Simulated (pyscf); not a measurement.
This saddle point was located with ωB97X-D3(BJ)/def2-SVP in PySCF.

```xyz
8

Cl    -1.5291     0.8806     2.4021
Ga    -1.9800    -0.0117     0.4722
H      0.0559     1.1375    -0.4451
H     -3.1633    -1.0574     0.4976
C     -0.4195     0.3164    -0.9880
H      0.8001     0.4216    -1.9263
H     -0.0438    -0.7052    -0.8489
H     -1.0230     0.5266    -1.8734
```
Charge 0, spin multiplicity 2.

Surface: doublet, charge 0. Lowest wavenumbers (cm⁻¹): 1550i, 46, 93, 156, 409.

Q: Which two sides does it connect, and which bonds change?

A: `[Cl][GaH]` [doublet] + `[CH4]` <-> `[CH3][GaH][Cl]` + `[H]` [doublet], a substitution at C read from left to right: C–H broken and C–Ga formed. At ωB97M-D3(BJ)/def2-TZVP it lies +2.31 eV from the left side and +0.84 eV from the right (each side as separated species at their lowest minima found). This saddle turned up in a search for another step; its sides and bond changes are read from the two ends of the descent. One saddle was located; it need not be the lowest between these sides. The angle at the attacked C is 173°. Elements up to Kr have no core potential and no relativistic terms here.
